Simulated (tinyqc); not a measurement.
Worked calculation: Pariser-Parr-Pople SCF with singles CI, for the molecule C=CC=CC=C (SMILES; centres numbered as the heavy atoms are written). One step of it, computed by the program tinyqc.

Problem. Iteration 1: Fock matrix. F_rr = H_rr + P_rr gamma_rr / 2 + sum_(s != r) P_ss gamma_rs; F_rs = H_rs - P_rs gamma_rs / 2; E = tr P (H + F) / 2 + core repulsion sum_(r<s) z_r z_s gamma_rs.

P at the start, lower triangle:
```
,1C,2C,3C,4C,5C,6C
1C,1.000000
2C,0.871119,1.000000
3C,0.000000,0.483435,1.000000
4C,-0.387685,0.000000,0.784851,1.000000
5C,0.000000,-0.086268,0.000000,0.483435,1.000000
6C,0.301417,0.000000,-0.387685,0.000000,0.871119,1.000000
```

core matrix H (eV), lower triangle:
```
,1C,2C,3C,4C,5C,6C
1C,-32.800144
2C,-2.280000,-38.042633
3C,0.000000,-2.280000,-40.413803
4C,0.000000,0.000000,-2.280000,-40.413803
5C,0.000000,0.000000,0.000000,-2.280000,-38.042633
6C,0.000000,0.000000,0.000000,0.000000,-2.280000,-32.800144
```

repulsion gamma_rs (eV), lower triangle:
```
,1C,2C,3C,4C,5C,6C
1C,11.130000
2C,7.554319,11.130000
3C,5.238816,7.551683,11.130000
4C,3.670169,5.238816,7.554319,11.130000
5C,2.868553,3.669262,5.238816,7.551683,11.130000
6C,2.308288,2.868553,3.670169,5.238816,7.554319,11.130000
```

Centres (angstrom, eV; a flat drawing with bonds scaled to 1.40 angstrom):
```
centre,x,y,core charge z,W,gamma_rr
1C,-3.045000,-0.196000,1,11.160000,11.130000
2C,-1.799000,0.442000,1,11.160000,11.130000
3C,-0.623000,-0.319000,1,11.160000,11.130000
4C,0.623000,0.319000,1,11.160000,11.130000
5C,1.799000,-0.442000,1,11.160000,11.130000
6C,3.045000,0.196000,1,11.160000,11.130000
```

Give: F; pi energy.

Solution.

F (eV), lower triangle:
```
,1C,2C,3C,4C,5C,6C
1C,-5.5950
2C,-5.5704,-5.5950
3C,0.0000,-4.1054,-5.5950
4C,0.7114,0.0000,-5.2445,-5.5950
5C,0.0000,0.1583,0.0000,-4.1054,-5.5950
6C,-0.3479,0.0000,0.7114,0.0000,-5.5704,-5.5950
```

pi energy = -76.6918 eV
